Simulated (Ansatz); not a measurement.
Results of PBE in Ansatz (PAW) for rock-salt ZrC.

Total energies, extrapolated to zero smearing (they compare only within this program, potentials and cutoff):

```tsv
system	energy (eV/atom)
rock-salt ZrC, relaxed	-2218.2494
hcp Zr	-4183.8359
graphite	-250.9466
```

**Question.** Work out the enthalpy of formation per atom.

**Answer.** ΔH_f ≈ ΔE = -2218.2494 − [1 × (-4183.8359) + 1 × (-250.9466)]/2 = -0.858 eV/atom (0 K, no vibrations). The reference value is -1.019 eV/atom (measured, 298 K, copied from a table, unchecked, no zero-point or thermal correction; as tabulated in Wang et al. (2021), doi:10.1038/s41598-021-94550-5), a difference of +0.161 eV/atom.

The PAW data were made under PBE.

Ansatz is a program for electronic structure.
